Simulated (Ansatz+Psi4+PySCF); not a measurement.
A calculation with Psi4 1.11.

```
molecule {
0 1
Na 0.000000 0.000000 -1.451660
Cl 0.000000 0.000000 5.721250
}

basis {
assign Cl cc-pV(T+d)Z
assign Na cc-pCVTZ
}
set reference uhf
set scf_type pk
set mp2_type conv
set cc_type conv
set num_frozen_docc 6
energy('mp2')
```

The input is written out from the run's settings.

The run gave:

* Converged: yes
* Reference energy: -621.31552 hartree
* Correlation energy: -0.45929 hartree
* Total energy: -621.77482 hartree
* Spin squared of the determinant: 0.000
* Occupied orbitals by symmetry in an Abelian subgroup (alpha; beta): 8 A1 3 B1 3 B2; 8 A1 3 B1 3 B2

The reference isn't the lowest determinant (another lies 0.76 eV lower), but the same method gives a higher total on the lower determinant.
